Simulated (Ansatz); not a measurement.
Basis-set series for C3H3 (`[CH]1C=C1`) radical. Charge 0, multiplicity 2. The geometry is a stationary point of PBE0-D4/def2-TZVP.

| functional | basis | functions | energy (Eh) | HOMO (eV) | LUMO (eV) |
| --- | --- | --- | --- | --- | --- |
| PBE0-D4 | def2-SVP | 57 | -115.73001 | -4.74 | -0.25 |
| PBE0-D4 | def2-TZVPP | 135 | -115.85545 | -4.81 | -0.47 |
| ωB97M-V | def2-SVP | 57 | -115.80938 | -6.72 | 1.83 |
| ωB97M-V | def2-TZVPP | 135 | -115.94130 | -6.80 | 1.38 |

**Question.** Give the rows for def2-QZVPP. (Best estimate.)

**Answer.** Ansatz gave: 
| functional | basis | functions | energy (Eh) | HOMO (eV) | LUMO (eV) |
| --- | --- | --- | --- | --- | --- |
| PBE0-D4 | def2-QZVPP | 261 | -115.86192 | -4.83 | -0.54 |
| ωB97M-V | def2-QZVPP | 261 | -115.94726 | -6.81 | 1.25 |

HOMO and LUMO are taken over both spins. Positive LUMOs are unbound and depend on the basis.
